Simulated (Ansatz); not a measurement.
A ladder of methods for AlH2ClO (SMILES [OH][AlH][Cl])

The species is AlH2ClO (5 atoms), meant as a singlet with charge 0. SMILES: `[OH][AlH][Cl]`. The coordinates come from a PBE0-D4/def2-TZVP relaxation. This is one conformer, not always the lowest.

```xyz
5

O    -1.1101    0.3709   -0.5144
Al    0.4310    0.1849    0.1375
Cl    1.1149   -1.7254    0.6628
H    -1.7195   -0.3491   -0.6695
H     1.3335    1.4450    0.3422
```

Each level gives the energy change with the Al2–Cl3 bond stretched from 2.096 to 3.144 Å (eV). The values are calculated.

```
                       level                   kind  program  value (eV)  less FCI/STO-3G  CPU time (all runs)
    BLYP/STO-3G (restricted)                    GGA   Ansatz        3.10            -0.80               0.95 s
  r2SCAN/STO-3G (restricted)               meta-GGA   Ansatz        3.45            -0.45                  2 s
    PBE0/STO-3G (restricted)          global hybrid   Ansatz        3.65            -0.25               0.96 s
 r2SCAN0/STO-3G (restricted)        hybrid meta-GGA   Ansatz        3.77            -0.13                2.2 s
 BCCD(T)/STO-3G (restricted)  coupled cluster or CI   Ansatz        3.90             0.00               0.25 s
 CCSD(T)/STO-3G (restricted)  coupled cluster or CI   Ansatz        3.90             0.00               0.22 s
CCSDT(Q)/STO-3G (restricted)  coupled cluster or CI   Ansatz        3.89            -0.01               0.47 s
  CCSDTQ/STO-3G (restricted)  coupled cluster or CI   Ansatz        3.89            -0.01                9.3 s
                  FCI/STO-3G     exact in the basis   Ansatz        3.90             0.00                 19 s
```

FCI/STO-3G is exact within its basis and frozen core, so for wave-function methods in that basis the difference is their error; functionals converge differently with the basis, so for them it is only a difference. The first shape isn't each level's own minimum. The values span 3.10 to 3.90 eV. All rows use very small basis sets, so even the best lies far from the true value. CPU times are rough (shared hosts, several kinds of processor): they show what a rung costs within a factor of a few.
